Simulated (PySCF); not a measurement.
Run record: geometry optimisation, pentafluorophosphorane, `FP(F)(F)(F)F`.

Computed with PBE0-D3(BJ)/def2-SVP geometry optimisation, gas phase (PySCF 2.14.0). Start geometry: GFN2-xTB. A driver script takes a list of jobs; this job's settings line and coordinates (Å) are shown.

Command:
```bash
OMP_NUM_THREADS=1 python probes_run.py task.json out
```

Input:
```
{"job": {"xc": "PBE0", "basis": "def2-SVP", "d3": "d3bj", "grid": 1, "shake": 0.01, "kind": "geom"}, "charge": 0, "multiplicity": 1}
F      1.599560     0.107220    -0.121050
P     -0.005200    -0.004200    -0.006280
F     -0.169510     1.523200    -0.300600
F      0.186750    -0.495750     1.461500
F     -0.005140    -1.032260    -1.189370
F     -1.582300    -0.128230     0.111140
```

Output:
```
step   0  E = -839.59449118  max force = 0.017103
step   1  E = -839.59224703  max force = 0.023480
step   2  E = -839.59299871  max force = 0.013435
step   3  E = -839.59454100  max force = 0.011825
step   4  E = -839.59460128  max force = 0.006307
step   5  E = -839.59505963  max force = 0.002356
step   6  E = -839.59489943  max force = 0.005163
step   7  E = -839.59507741  max force = 0.002346
step   8  E = -839.59512346  max force = 0.000967
step   9  E = -839.59515592  max force = 0.000905
step  10  E = -839.59518632  max force = 0.000688
step  11  E = -839.59520416  max force = 0.000700
step  12  E = -839.59520701  max force = 0.000415
step  13  E = -839.59520863  max force = 0.000269
optimisation converged
```

Energies in Eh; «max force» is the largest Cartesian gradient component in Eh/bohr.

**Question.** At which steps does the energy rise by more than 1e-5 Eh?

**Answer.** At steps 1 (+2.24 mEh) and 6 (+0.16 mEh).

**Question.** Give the first gradient maximum in eV/Å.

**Answer.** With 1 Eh/bohr = 51.422 eV/Å, 0.879 eV/Å.

In short: final energy -839.59521 Eh after 13 steps; dipole 0.00 D.

**Question.** Where do the atoms end?

**Answer.** 0.019 Å rms from the input after alignment:
```
atom  x, y, z in Å
F1     0.6422   -0.5738   -1.3522
P2     0.0032   -0.0053   -0.0075
F3     1.1101    1.1043    0.0491
F4     0.2439   -1.3887    0.6915
F5    -1.3442    0.2681   -0.7626
F6    -0.6358    0.5639    1.3371
```

Hardware: Intel Xeon Platinum 8488C, one thread, shared host. Cost: 30 s of wall time, 0.38 GiB resident at most.
Labels such as C1 count atoms from 1, the log's own numbers from 0.
